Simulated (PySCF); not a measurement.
## HCl at r²SCAN

Computed with r²SCAN; PySCF, no relativity, basis sets H 6-31G(d,p), Cl 6-31G(d,p).

For HCl, the state is ¹Σ⁺ (singlet), closed shell and the bond length is 1.281 Å. The harmonic wavenumber is 2999 cm⁻¹. The force constant is 5.19 mdyn/Å and the rotational constant Be is 10.49 cm⁻¹. The anharmonicity ωexe is 53.6 cm⁻¹ and the vibration–rotation constant αe is 0.310 cm⁻¹. The well depth De to H + Cl is 4.53 eV, the dissociation energy D0 is 4.35 eV and the HOMO–LUMO gap is 8.31 eV. The bond order (Mayer) is 0.95 and the dipole moment (positive dipole means H(−)Cl(+)) is -1.49 D.
